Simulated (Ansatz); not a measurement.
Geometry optimisation, RKS BLYP/def2-SVP in Ansatz 0.2.0.

The input (input.yaml):

```yaml
crystal:
  periodic: [false, false, false]
  atoms:
    - { symbol: Si, position_ang: [-0.442669, 0.048176, -0.488077] }
    - { symbol: H, position_ang: [-0.017151, -0.165232, 2.146318] }
    - { symbol: H, position_ang: [0.826397, -0.024702, 0.307925] }
    - { symbol: H, position_ang: [-0.422435, 1.309397, -1.290211] }
    - { symbol: H, position_ang: [-0.456758, -1.145116, -1.405724] }
    - { symbol: O, position_ang: [-1.857491, 0.109934, 0.424885] }
    - { symbol: H, position_ang: [-2.190335, -0.746432, 0.754457] }
    - { symbol: H, position_ang: [-0.701759, -0.015725, 2.314227] }
basis:
  gaussian: { orbitals: def2-SVP }
hamiltonian:
  xc: blyp
relax:
  f_tol: 0.03
  max_steps: 50
```

Command:

```bash
$ ansatz run input.yaml --threads 1 --pin off --max-ram 2048MiB --backend cpu --events-out ev --progress --plain --runs-dir out
```

Problem. Where does it end, and by what steps?

Solution. The forces met the threshold. The force dipped under the threshold on the way, but the program's further checks kept it going. After 21 steps the energy has fallen by 0.356 eV; H2 moved furthest, 1.69 Å.

| step | energy less start (eV) | largest force component (eV/Å) | accepted |
| --- | --- | --- | --- |
| 0 | 0.0000 | 1.763 | yes |
| 1 | -0.1708 | 0.294 | yes |
| 2 | -0.2417 | 0.251 | yes |
| 3 | -0.2835 | 0.139 | yes |
| 4 | -0.3072 | 0.114 | yes |
| 5 | -0.3224 | 0.142 | yes |
| 6 | -0.3354 | 0.073 | yes |
| 7 | -0.3403 | 0.018 | yes |
| 8 | -0.3436 | 0.157 | yes |
| 9 | -0.3464 | 0.132 | yes |
| 10 | -0.3487 | 0.126 | yes |
| 11 | -0.3511 | 0.063 | yes |
| 12 | -0.3518 | 0.146 | yes |
| 13 | -0.3530 | 0.063 | yes |
| 14 | -0.3524 | 0.213 | no |
| 15 | -0.3536 | 0.020 | yes |
| 16 | -0.3543 | 0.036 | yes |
| 17 | -0.3538 | 0.111 | no |
| 18 | -0.3552 | 0.027 | yes |
| 19 | -0.3554 | 0.078 | yes |
| 20 | -0.3557 | 0.031 | yes |
| 21 | -0.3558 | 0.023 | yes |

```xyz
8
Properties=species:S:1:pos:R:3
Si -0.429 -0.014 -0.922
H -0.687 0.309 3.627
H 0.970 -0.553 -0.795
H -0.383 1.466 -1.120
H -1.066 -0.663 -2.121
O -1.342 -0.256 0.480
H -1.490 -1.183 0.739
H -0.835 0.265 2.875
```

Whether the end is a true minimum wasn't checked by a vibrational analysis.

The run took 31 s on 1 thread of Arm Neoverse V1 (shared host), peak memory 0.1 GiB.
